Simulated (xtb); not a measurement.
HLi, charge -1, doublet, at the geometry of the source list (GFN-xTB shapes and energies of metal compounds can be far from the true ones) (a state made from the parent by changing its charge; the spin is typed, not shown lowest); GFN1-xTB (xtb).

xtb was given this input:
```
$ xtb mol.xyz --gfn 1 --chrg -1 --uhf 1 --json

# file mol.xyz
2

Li     0.38270000     0.11610000    -0.55960000
H     -0.38270000    -0.11610000     0.55960000
```

It wrote (shortened):

```
   ID    Z sym.   atoms
    1    3 Li     1
    2    1 H      2

           -------------------------------------------------
          |                Calculation Setup                |
           -------------------------------------------------

           -------------------------------------------------
          |                 G F N 1 - x T B                 |
           -------------------------------------------------

          ...................................................
          :                      SETUP                      :
          :.................................................:
          :  # basis functions                   6          :
          :  # atomic orbitals                   6          :
          :  # shells                            4          :
          :  # electrons                         3          :
          :  # halogen bonds                     0          :
          :  max. iterations                   250          :
          :  Hamiltonian                  GFN1-xTB          :
          :  restarted?                      false          :
          :  GBSA solvation                  false          :
          :  PC potential                    false          :
          :  electronic temp.          300.0000000     K    :
          :  accuracy                    1.0000000          :
          :  -> integral cutoff          0.2500000E+02      :
          :  -> integral neglect         0.1000000E-07      :
          :  -> SCF convergence          0.1000000E-05 Eh   :
          :  -> wf. convergence          0.2000000E-04 e    :
          :  Broyden damping             0.4000000          :
          :  net charge                         -1          :
          :  unpaired electrons                  1          :
          ...................................................

 iter      E             dE          RMSdq      gap      omega  full diag
   1     -1.0256445 -0.102564E+01  0.892E+00    1.41       0.0  T
   2     -1.0347654 -0.912085E-02  0.434E+00    1.48       1.0  T
   3     -1.0357285 -0.963123E-03  0.859E-01    1.51       1.0  T
   4     -1.0357318 -0.331844E-05  0.207E-01    1.52       1.0  T
   5     -1.0357326 -0.777848E-06  0.667E-02    1.52       1.1  T
   6     -1.0357327 -0.105518E-06  0.362E-03    1.52      19.5  T
   7     -1.0357327 -0.321400E-09  0.378E-05    1.52    1872.6  T
   8     -1.0357327 -0.224265E-13  0.194E-05    1.52    3640.8  T

   *** convergence criteria satisfied after 8 iterations ***

         :::::::::::::::::::::::::::::::::::::::::::::::::::::
         ::                     SUMMARY                     ::
         :::::::::::::::::::::::::::::::::::::::::::::::::::::
         :: total energy              -1.028669305103 Eh    ::
         :: gradient norm              0.041073174930 Eh/a0 ::
         :: HOMO-LUMO gap              1.515550429476 eV    ::
         ::.................................................::
         :: SCC energy                -1.035732680246 Eh    ::
         :: -> electrostatic           0.079812603316 Eh    ::
         :: repulsion energy           0.007145187886 Eh    ::
         :: dispersion energy         -0.000081812743 Eh    ::
         :: halogen bond corr.         0.000000000000 Eh    ::
         :: add. restraining           0.000000000000 Eh    ::
         :: total charge              -1.000000000000 e     ::
         :::::::::::::::::::::::::::::::::::::::::::::::::::::

           -------------------------------------------------
          |                Property Printout                |
           -------------------------------------------------

    * Orbital Energies and Occupations

         #    Occupation            Energy/Eh            Energy/eV
      -------------------------------------------------------------
         1        2.0000           -0.2446288              -6.6567
         2        1.0000           -0.1071401              -2.9154 (HOMO)
         3                         -0.0514447              -1.3999 (LUMO)
         4                         -0.0514447              -1.3999
         5                          0.1697314               4.6186
         6                          0.5151491              14.0179
      -------------------------------------------------------------
                  HL-Gap            0.0556955 Eh            1.5156 eV
             Fermi-level           -0.1277467 Eh           -3.4762 eV

  Mulliken/CM5 charges         n(s)   n(p)   n(d)
     1Li   -0.86376 -0.87401   1.106  0.758  0.000
     2H    -0.13624 -0.12599   1.136  0.000  0.000

Wiberg/Mayer (AO) data.
largest (>0.10) Wiberg bond orders for each atom

 ---------------------------------------------------------------------------
     #   Z sym  total        # sym  WBO       # sym  WBO       # sym  WBO
 ---------------------------------------------------------------------------
     1   3 Li   1.000 --     2 H    1.000
     2   1 H    1.000 --     1 Li   1.000
 ---------------------------------------------------------------------------

Topologies differ in total number of bonds
Writing topology from bond orders to xtbtopo.mol

 dipole moment from electron density (au)
     X       Y       Z
  -0.5695  -0.1728   0.8327  total (Debye):    2.602

           -------------------------------------------------
          | TOTAL ENERGY               -1.028669305103 Eh   |
          | GRADIENT NORM               0.041073174930 Eh/α |
          | HOMO-LUMO GAP               1.515550429476 eV   |
           -------------------------------------------------

normal termination of xtb
```
